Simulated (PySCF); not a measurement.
# Atomic charges against the basis set

Compound: (CH3)2CHCH2F, C₄H₉F.
Structure used (PBE0-D3(BJ)/def2-SVP), in Å, numbered top down from 1:
```
atom  x, y, z in Å
C1    -0.3128    1.3620   -0.4115
C2     0.0697    0.1228    0.3905
C3    -1.0640   -0.8959    0.4308
C4     1.3421   -0.5027   -0.1491
F5     1.1580   -0.9298   -1.4455
H6    -0.4977    1.0957   -1.4634
H7     0.4877    2.1183   -0.3925
H8    -1.2266    1.8274   -0.0127
H9     0.3031    0.4320    1.4265
H10   -1.2850   -1.2627   -0.5832
H11   -1.9839   -0.4518    0.8400
H12   -0.8029   -1.7663    1.0531
H13    2.1719    0.2258   -0.1433
H14    1.6396   -1.3748    0.4593
```

PBE0 throughout (PySCF), one geometry, spherical d and f functions. One conformer (not necessarily the lowest) at the PBE0-D3(BJ)/def2-SVP geometry, without solvent, vibrations or thermal averaging. Atoms taken as equivalent share a column and are averaged.

Mulliken charges (e):

| basis | functions | C1/C3 | C2 | C4 | F5 | H6 (×6) | H9 | H13/H14 |
| --- | --- | --- | --- | --- | --- | --- | --- | --- |
| STO-3G | 34 | -0.232 | -0.062 | -0.038 | -0.120 | +0.078 | +0.076 | +0.070 |
| 6-31G | 63 | -0.480 | -0.215 | +0.036 | -0.351 | +0.169 | +0.164 | +0.156 |
| pcSseg-0 | 63 | -0.571 | -0.614 | +0.058 | -0.391 | +0.232 | +0.257 | +0.220 |
| 6-31G* | 88 | -0.524 | -0.184 | +0.054 | -0.346 | +0.177 | +0.162 | +0.151 |
| def2-SVP | 115 | -0.046 | -0.260 | +0.281 | -0.286 | +0.044 | +0.040 | +0.028 |
| cc-pVDZ | 115 | -0.043 | -0.251 | +0.245 | -0.248 | +0.043 | +0.025 | +0.028 |
| pcSseg-1 | 130 | -0.241 | -0.417 | +0.208 | -0.342 | +0.118 | +0.121 | +0.103 |
| 6-311+G(2d,p) | 189 | -0.525 | +0.079 | -0.044 | -0.261 | +0.151 | +0.102 | +0.134 |
| aug-cc-pVDZ | 196 | +0.824 | -1.084 | +1.272 | -0.457 | -0.110 | -0.261 | -0.229 |
| def2-TZVP | 209 | -0.387 | -0.024 | +0.015 | -0.239 | +0.125 | +0.074 | +0.099 |
| IGLO-III | 265 | -0.409 | +0.013 | -0.006 | -0.276 | +0.124 | +0.122 | +0.109 |
| cc-pVTZ | 276 | -0.292 | -0.092 | +0.124 | -0.236 | +0.098 | +0.087 | +0.057 |
| pcSseg-2 | 306 | -0.090 | -0.051 | +0.255 | -0.313 | +0.038 | +0.017 | +0.023 |

IAO charges (e):

| basis | functions | C1/C3 | C2 | C4 | F5 | H6 (×6) | H9 | H13/H14 |
| --- | --- | --- | --- | --- | --- | --- | --- | --- |
| STO-3G | 34 | -0.391 | -0.142 | -0.093 | -0.147 | +0.132 | +0.134 | +0.118 |
| 6-31G | 63 | -0.434 | -0.109 | +0.008 | -0.313 | +0.145 | +0.137 | +0.138 |
| pcSseg-0 | 63 | -0.421 | -0.135 | +0.015 | -0.304 | +0.143 | +0.141 | +0.135 |
| 6-31G* | 88 | -0.413 | -0.105 | +0.048 | -0.320 | +0.137 | +0.129 | +0.126 |
| def2-SVP | 115 | -0.403 | -0.103 | +0.053 | -0.324 | +0.134 | +0.127 | +0.125 |
| cc-pVDZ | 115 | -0.414 | -0.102 | +0.046 | -0.323 | +0.137 | +0.129 | +0.127 |
| pcSseg-1 | 130 | -0.413 | -0.107 | +0.049 | -0.331 | +0.138 | +0.130 | +0.130 |
| 6-311+G(2d,p) | 189 | -0.427 | -0.106 | +0.043 | -0.339 | +0.142 | +0.134 | +0.135 |
| aug-cc-pVDZ | 196 | -0.425 | -0.104 | +0.044 | -0.338 | +0.141 | +0.133 | +0.134 |
| def2-TZVP | 209 | -0.427 | -0.107 | +0.047 | -0.338 | +0.142 | +0.134 | +0.133 |
| IGLO-III | 265 | -0.428 | -0.107 | +0.044 | -0.339 | +0.142 | +0.134 | +0.134 |
| cc-pVTZ | 276 | -0.428 | -0.106 | +0.046 | -0.335 | +0.142 | +0.134 | +0.133 |
| pcSseg-2 | 306 | -0.427 | -0.107 | +0.047 | -0.339 | +0.142 | +0.134 | +0.133 |

Hirshfeld charges (e):

```json
{"basis": "STO-3G", "functions": "34", "C1/C3": "-0.045", "C2": "+0.010", "C4": "+0.060", "F5": "-0.090", "H6 (×6)": "+0.014", "H9": "+0.011", "H13/H14": "+0.007"}
{"basis": "6-31G", "functions": "63", "C1/C3": "-0.104", "C2": "-0.011", "C4": "+0.037", "F5": "-0.134", "H6 (×6)": "+0.034", "H9": "+0.034", "H13/H14": "+0.038"}
{"basis": "pcSseg-0", "functions": "63", "C1/C3": "-0.107", "C2": "-0.006", "C4": "+0.035", "F5": "-0.125", "H6 (×6)": "+0.034", "H9": "+0.031", "H13/H14": "+0.037"}
{"basis": "6-31G*", "functions": "88", "C1/C3": "-0.104", "C2": "-0.016", "C4": "+0.034", "F5": "-0.122", "H6 (×6)": "+0.034", "H9": "+0.034", "H13/H14": "+0.036"}
{"basis": "def2-SVP", "functions": "115", "C1/C3": "-0.116", "C2": "-0.021", "C4": "+0.026", "F5": "-0.113", "H6 (×6)": "+0.037", "H9": "+0.039", "H13/H14": "+0.039"}
{"basis": "cc-pVDZ", "functions": "115", "C1/C3": "-0.113", "C2": "-0.022", "C4": "+0.024", "F5": "-0.106", "H6 (×6)": "+0.036", "H9": "+0.038", "H13/H14": "+0.037"}
{"basis": "pcSseg-1", "functions": "130", "C1/C3": "-0.119", "C2": "-0.027", "C4": "+0.026", "F5": "-0.115", "H6 (×6)": "+0.038", "H9": "+0.040", "H13/H14": "+0.041"}
{"basis": "6-311+G(2d,p)", "functions": "189", "C1/C3": "-0.119", "C2": "-0.038", "C4": "+0.022", "F5": "-0.119", "H6 (×6)": "+0.040", "H9": "+0.045", "H13/H14": "+0.043"}
{"basis": "aug-cc-pVDZ", "functions": "196", "C1/C3": "-0.126", "C2": "-0.039", "C4": "+0.018", "F5": "-0.114", "H6 (×6)": "+0.042", "H9": "+0.046", "H13/H14": "+0.044"}
{"basis": "def2-TZVP", "functions": "209", "C1/C3": "-0.122", "C2": "-0.034", "C4": "+0.020", "F5": "-0.115", "H6 (×6)": "+0.040", "H9": "+0.044", "H13/H14": "+0.042"}
{"basis": "IGLO-III", "functions": "265", "C1/C3": "-0.126", "C2": "-0.036", "C4": "+0.018", "F5": "-0.114", "H6 (×6)": "+0.042", "H9": "+0.046", "H13/H14": "+0.044"}
{"basis": "cc-pVTZ", "functions": "276", "C1/C3": "-0.122", "C2": "-0.032", "C4": "+0.020", "F5": "-0.111", "H6 (×6)": "+0.040", "H9": "+0.044", "H13/H14": "+0.042"}
{"basis": "pcSseg-2", "functions": "306", "C1/C3": "-0.126", "C2": "-0.035", "C4": "+0.017", "F5": "-0.114", "H6 (×6)": "+0.042", "H9": "+0.046", "H13/H14": "+0.044"}
```

Some averages cover members that differ in this geometry, most widely: H6 (×6), Mulliken in aug-cc-pVDZ -0.159 to -0.022; H6 (×6), Mulliken in IGLO-III +0.114 to +0.139 e.

**Question.** Which scheme is steadiest as the basis changes?

**Answer.** Largest range over the bases for any column: Hirshfeld 0.08 e, IAO 0.19 e, Mulliken 1.39 e. Hirshfeld charges move least and Mulliken charges most, counted in e. Without the minimal STO-3G basis the ranges are Hirshfeld 0.03, IAO 0.04, Mulliken 1.39 e.

**Question.** How much do the charges still move between the two largest bases, cc-pVTZ and pcSseg-2?

**Answer.** At most, over all atoms: Mulliken 0.202 e, IAO 0.003 e, Hirshfeld 0.004 e.

**Question.** What do the same runs give for the total energy, the frontier levels and the dipole moment?

**Answer.** 
```
        basis  energy (Eh)  HOMO (eV)  LUMO (eV)  μ (D)
       STO-3G    -254.0980      -5.03       9.07   0.95
        6-31G    -257.3323      -8.83       2.50   1.87
     pcSseg-0    -256.8089      -9.00       1.93   1.91
       6-31G*    -257.3873      -8.75       2.58   1.55
     def2-SVP    -257.2059      -8.94       1.65   1.64
      cc-pVDZ    -257.4055      -8.85       1.74   1.59
     pcSseg-1    -257.3680      -9.05       1.33   1.75
6-311+G(2d,p)    -257.4746      -9.08       0.25   1.78
  aug-cc-pVDZ    -257.4258      -9.04      -0.11   1.75
    def2-TZVP    -257.4960      -9.04       1.08   1.70
     IGLO-III    -257.5041      -9.06       0.70   1.74
      cc-pVTZ    -257.4881      -9.00       1.11   1.66
     pcSseg-2    -257.4976      -9.06       0.52   1.76
```

The dipole is fixed by the density alone, so its range of 0.96 D shows that the density itself changes with the basis, not only its division among atoms.
